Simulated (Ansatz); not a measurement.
Species, as SMILES: [O]Cl (O-Cl), doublet.
Atoms: Cl1, O2. Bonds: Cl1-O2.

How fast the highest harmonic wavenumber converges with the basis for several methods (Ansatz, an electronic-structure program): deviation from each method's own reference, in cm⁻¹. References: CCSD(T) 843 cm⁻¹, the value in aug-cc-pV(T+d)Z; HF 845 cm⁻¹, the value in aug-cc-pV(Q+d)Z; MP2 851 cm⁻¹, the value in aug-cc-pV(Q+d)Z; PBE 864 cm⁻¹, the value in aug-cc-pV(Q+d)Z; PBE0 901 cm⁻¹, the value in aug-cc-pV(Q+d)Z. Cartesian d functions, on some or all atoms, in 6-311G**; all else is spherical. In correlated methods cores are frozen. Open shells are unrestricted. No added dispersion term, no relativity. Each level at its own minimum, unscaled; the references are large sets that could be run, not limits.

| basis | functions | CCSD(T) | HF | MP2 | PBE | PBE0 |
|---|---|---|---|---|---|---|
| 6-311G** | 45 | -77 | -34 | -18 | -65 | -61 |
| aug-cc-pV(D+d)Z | 55 | -47 | -24 | -34 | -15 | -19 |
| def2-TZVP | 68 | -3 | -1 | -8 | -3 | -3 |
| cc-pV(T+d)Z | 69 | -6 | -2 | -9 | -7 | -7 |
| jun-cc-pV(T+d)Z | 87 | 1 | 0 | -7 | -1 | 0 |
| def2-TZVPPD | 91 | 1 | 1 | -7 | 0 | 0 |
| aug-cc-pV(T+d)Z | 101 | 0 | -1 | -9 | -2 | -2 |
| cc-pCVTZ | 102 | -5 | -1 | -9 | -6 | -6 |

Mean absolute deviation over 6-311G**, def2-TZVP, cc-pV(T+d)Z, jun-cc-pV(T+d)Z, def2-TZVPPD, cc-pCVTZ: HF 7, MP2 10, PBE0 13, PBE 14, CCSD(T) 15 cm⁻¹.
